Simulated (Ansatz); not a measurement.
# CH₅BSi (SMILES B=[SiH]C): functionals against CCSD(T) at one geometry

The atoms stand at a structure displaced at random from a GFN2-xTB minimum. How far do the functionals agree with CCSD(T) there?

Method: single points in def2-TZVPP; program: Ansatz 0.2.0, Gaussian basis.

Correlated methods freeze the cores.

## Step 1: The starting structure

8 atoms, charge 0, spin multiplicity 1.

Atoms are counted from 1 here; the program's logs count them from 0.

Bond lengths: B1–Si2 1.831 Å, B1–H4 1.156 Å, Si2–C3 1.973 Å, Si2–H5 1.459 Å, C3–H6 1.288 Å, C3–H7 1.204 Å, C3–H8 0.991 Å. Angles: Si2–B1–H4 155.3°, B1–Si2–C3 112.0°, B1–Si2–H5 140.6°, C3–Si2–H5 105.4°, Si2–C3–H6 119.6°, Si2–C3–H7 105.6°, Si2–C3–H8 115.8°, H6–C3–H7 111.4°, H6–C3–H8 104.7°, H7–C3–H8 97.8°.

As a file:

```
B    -1.8146    0.5591   -0.8713
Si   -0.0109    0.7081   -0.5969
C     0.6493   -0.6190    0.7053
H    -2.7717    0.4047   -1.5014
H     1.0816    1.6593   -0.7698
H     0.9704   -0.2383    1.8928
H     1.5660   -1.1776    0.1604
H     0.0716   -1.4123    0.8428
```

## Step 2: CCSD(T)/def2-TZVPP

File run/in.yaml:

```yaml
crystal:
  periodic: [false, false, false]
  atoms:
    - {symbol: B, position_ang: [-1.814600, 0.559100, -0.871300]}
    - {symbol: Si, position_ang: [-0.010900, 0.708100, -0.596900]}
    - {symbol: C, position_ang: [0.649300, -0.619000, 0.705300]}
    - {symbol: H, position_ang: [-2.771700, 0.404700, -1.501400]}
    - {symbol: H, position_ang: [1.081600, 1.659300, -0.769800]}
    - {symbol: H, position_ang: [0.970400, -0.238300, 1.892800]}
    - {symbol: H, position_ang: [1.566000, -1.177600, 0.160400]}
    - {symbol: H, position_ang: [0.071600, -1.412300, 0.842800]}
basis:
  gaussian: {orbitals: def2-TZVPP}
correlation: {method: ccsd_t}
output: {forces: true}
```

The command line of these runs was not kept.

## Step 3: PBE0-D4/def2-TZVPP

run/in.yaml: that of step 2 with these lines changed.

```diff
@@ -13,3 +13,3 @@
   gaussian: {orbitals: def2-TZVPP}
-correlation: {method: ccsd_t}
-output: {forces: true}
+hamiltonian: {xc: pbe0, dispersion: d4}
+output: {forces: true, orbitals: {seedname: orbitals}}
```

## Step 4: wB97M-V/def2-TZVPP

run/in.yaml: that of step 3 with these lines changed.

```diff
@@ -13,3 +13,3 @@
   gaussian: {orbitals: def2-TZVPP}
-hamiltonian: {xc: pbe0, dispersion: d4}
-output: {forces: true, orbitals: {seedname: orbitals}}
+hamiltonian: {xc: {name: wB97M-V}}
+output: {forces: true}
```

## Step 5: r2SCAN-D4/def2-TZVPP

run/in.yaml: that of step 4 with these lines changed.

```diff
@@ -13,3 +13,3 @@
   gaussian: {orbitals: def2-TZVPP}
-hamiltonian: {xc: {name: wB97M-V}}
+hamiltonian: {xc: r2scan, dispersion: d4}
 output: {forces: true}
```

## Step 6: PBE-D4/def2-TZVPP

run/in.yaml: that of step 5 with these lines changed.

```diff
@@ -13,3 +13,3 @@
   gaussian: {orbitals: def2-TZVPP}
-hamiltonian: {xc: r2scan, dispersion: d4}
+hamiltonian: {xc: pbe, dispersion: d4}
 output: {forces: true}
```

## Step 7: B97M-V/def2-TZVPP

run/in.yaml: that of step 6 with these lines changed.

```diff
@@ -13,3 +13,3 @@
   gaussian: {orbitals: def2-TZVPP}
-hamiltonian: {xc: pbe, dispersion: d4}
+hamiltonian: {xc: {name: B97M-V}}
 output: {forces: true}
```

## Step 8: HSE06-D4/def2-TZVPP

run/in.yaml: that of step 7 with these lines changed.

```diff
@@ -13,3 +13,3 @@
   gaussian: {orbitals: def2-TZVPP}
-hamiltonian: {xc: {name: B97M-V}}
+hamiltonian: {xc: hse06, dispersion: d4}
 output: {forces: true}
```

(Steps that only read results are left out.)

What does the calculation give? Wanted: energy less free atoms, CCSD(T)/def2-TZVPP; RMS force component; RMS force error; HOMO and LUMO, PBE0-D4; T1 diagnostic.

As calculated:

| quantity | value |
| --- | --- |
| energy less free atoms, CCSD(T)/def2-TZVPP | -24.892 eV |
| RMS force component | 1.889 to 1.931 eV/Å over the methods |
| RMS force error | PBE0-D4 0.137, wB97M-V 0.167, r2SCAN-D4 0.110, PBE-D4 0.161, B97M-V 0.119, HSE06-D4 0.132 eV/Å |
| HOMO and LUMO, PBE0-D4 | -5.69 and -2.88 eV |
| T1 diagnostic | 0.017 |

What this shows: Against CCSD(T) the functionals' energies less atoms differ by -1.083 to -0.698 eV, PBE-D4 by -1.083 eV. CCSD(T) in triple zeta still lacks some correlation energy of the bonds, so part of these gaps is its own basis error and they don't rank the functionals. The forces of r2SCAN-D4 come nearest to CCSD(T), those of wB97M-V are farthest. The restricted Hartree–Fock reference is unstable towards an unrestricted one at one or more of these structures.
